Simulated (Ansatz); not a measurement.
The input (input.yaml):

```yaml
crystal:
  periodic: [false, false, false]
  atoms:
    - { symbol: Al, position_ang: [-0.002731, -0.005295, -0.059995] }
    - { symbol: Cl, position_ang: [-0.174616, 0.064038, 2.131029] }
    - { symbol: H, position_ang: [1.468427, -0.001145, -0.674167] }
    - { symbol: H, position_ang: [-1.37257, -0.054938, -0.867377] }
    - { symbol: "N", position_ang: [-0.329327, 0.253122, 5.055031] }
    - { symbol: H, position_ang: [-0.260547, -0.785563, 4.977071] }
    - { symbol: H, position_ang: [0.671364, 0.529781, 4.948409] }
magnetization:
  spin_polarized: true
  initial_magnetization: 1
basis:
  gaussian: { orbitals: "6-31G*" }
hamiltonian:
  xc: pbe
  dispersion: d4
relax:
  f_tol: 0.03
  max_steps: 50
```

Run as:

```bash
$ ansatz run input.yaml --threads 1 --pin off --max-ram 2048MiB --backend cpu --events-out ev --progress --plain --runs-dir out
```

Hardware: 1 thread of Intel(R) Xeon(R) 6975P-C (Granite Rapids) (shared host).

Q: Roughly how long does this run take, and how much memory?

A: 19 s, with a peak of 0.17 GiB, for 15 ionic steps.
